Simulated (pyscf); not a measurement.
Addition across a multiple bond or ene-type step: `[Cl][BH][Cl]` + `[CH2]=[CH2]` → `[Cl][BH][CH2][CH2][Cl]`

Gas phase, singlet surface, charge 0. Bonds broken: Cl1–B2. Bonds formed: Cl1–C5, B2–C6. PySCF, gas phase, ωB97X-D3(BJ)/def2-SVP geometries.

Transition state (Å):

```xyz
10

Cl     0.1010    -1.1232     0.4115
B     -1.4998     0.0582     0.3998
Cl    -2.8284    -0.8208    -0.4643
H     -1.7124     0.3778     1.5416
C      0.1279     0.7001    -1.0083
C     -0.9828     1.4193    -0.5098
H      1.1517     0.9102    -0.6900
H      0.0235     0.0772    -1.9017
H     -0.7542     2.2541     0.1603
H     -1.7974     1.6013    -1.2171
```

One imaginary mode, 439i cm⁻¹; descent along it reached the two sides named.

```json
[
 {"bond": "Cl1–B2", "change": "breaks", "reactant side (Å)": "1.746", "saddle": "1.990", "product side": "3.3"},
 {"bond": "Cl1–C5", "change": "forms", "reactant side (Å)": "3.5", "saddle": "2.311", "product side": "1.792"},
 {"bond": "B2–C6", "change": "forms", "reactant side (Å)": "3.2", "saddle": "1.717", "product side": "1.571"}
]
```

Electronic energies relative to the separated reactants (kJ/mol):

```tsv
level	barrier	reaction energy	reverse barrier
ωB97X-D3(BJ)/def2-TZVP	80.4	-21.3	101.7
PBE/def2-TZVP	69.9	-2.9	72.8
r²SCAN/def2-TZVP	70.3	-9.4	79.7
B3LYP-D3(BJ)/def2-TZVP	88.7	-2.7	91.5
PBE0-D3(BJ)/def2-TZVP	64.8	-24.0	88.8
M06-2X/def2-TZVP	84.9	-13.4	98.3
ωB97M-D3(BJ)/def2-TZVP	88.0	-8.8	96.7
HF/def2-TZVP	151.3	+18.9	132.4
```

With ωB97M-D3(BJ)/def2-TZVP energies and thermal terms (ideal gas, 1 atm, RRHO with modes under 100 cm⁻¹ raised to 100, one conformer, R ln 2 for chiral ones without a mode under 150 cm⁻¹), in kJ/mol:

```tsv
T (K)	ΔH‡	ΔG‡	ΔH	ΔG
298	92.3	140.9	+1.0	+46.0
600	93.3	189.9	+2.9	+91.0
900	95.5	237.8	+6.7	+134.3
1200	97.9	284.8	+11.2	+176.2
```

This is the saddle that the search found; another between the same sides may lie lower.
